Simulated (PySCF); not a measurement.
C5H5F.
Numbering: `[F:1][C@@:2]12[CH:3]=[CH:4][C@@H:5]1[CH2:6]2` (hydrogens: H7 on C3; H8 on C4; H9 on C5; H10, H11 on C6)

Theory: PBE0-D3(BJ)/def2-SVP geometry optimisation, gas phase in PySCF 2.14.0.

Question: Give the optimised bond lengths and angles.

Answer: 
| bond | length (bohr) |
| --- | --- |
| F1–C2 | 2.538 |
| C2–C3 | 2.858 |
| C3=C4 | 2.541 |
| C4–C5 | 2.870 |
| C5–C6 | 2.883 |
| C2–C5 | 2.830 |
| C2–C6 | 2.837 |
| C3–H7 | 2.065 |
| C4–H8 | 2.066 |
| C5–H9 | 2.062 |
| C6–H10 | 2.071 |
| C6–H11 | 2.070 |

A selection of angles:
| angle | degrees |
| --- | --- |
| F1–C2–C3 | 125.1 |
| F1–C2–C5 | 127.9 |
| F1–C2–C6 | 121.2 |
| C3–C2–C5 | 88.5 |
| C3–C2–C6 | 111.9 |
| C5–C2–C6 | 61.2 |
| C2–C3–C4 | 91.6 |
| C2–C3–H7 | 132.7 |
| C4–C3–H7 | 134.2 |
| C3–C4–C5 | 94.1 |
| C3–C4–H8 | 133.0 |
| C5–C4–H8 | 131.6 |
| C4–C5–C6 | 108.6 |
| C4–C5–H9 | 127.9 |
| C6–C5–H9 | 122.6 |
| C2–C5–C4 | 85.7 |
| C2–C5–C6 | 59.5 |
| C2–C5–H9 | 126.8 |
| C5–C6–H10 | 115.2 |
| C5–C6–H11 | 120.2 |
| C2–C6–C5 | 59.3 |
| C2–C6–H10 | 114.1 |
| C2–C6–H11 | 121.1 |
| H10–C6–H11 | 115.5 |

Torsions: F1–C2–C3–C4 139° (anticlinal); C2–C3–C4–C5 -2° (synperiplanar); C3–C4–C5–C6 58° (synclinal); C4–C5–C6–C2 -73° (synclinal); F1–C2–C5–C4 -137° (anticlinal); F1–C2–C6–C5 -119° (anticlinal).

The C–C distances run from 1.345 Å (C3=C4, drawn double) to 1.526 Å (C5–C6, drawn single), a spread of 0.181 Å. The 3-membered ring C2–C5–C6 has internal angles of 59.3° to 61.2°. The 4-membered ring C2–C3–C4–C5 has internal angles of 85.7° to 94.1° (sum 360°, against 360° for a flat polygon); it is almost planar, 0.01 Å rms from its mean plane, widest ring torsion 2°.

Point group: C1 (no symmetry element, even within 0.4 Å). No frequency check.

On an Arm Neoverse V2 with one thread, shared host with 32 logical CPUs at a one-minute load of 19, this took 23 s wall and 0.45 GiB of memory at its peak. This is the geometry optimisation.
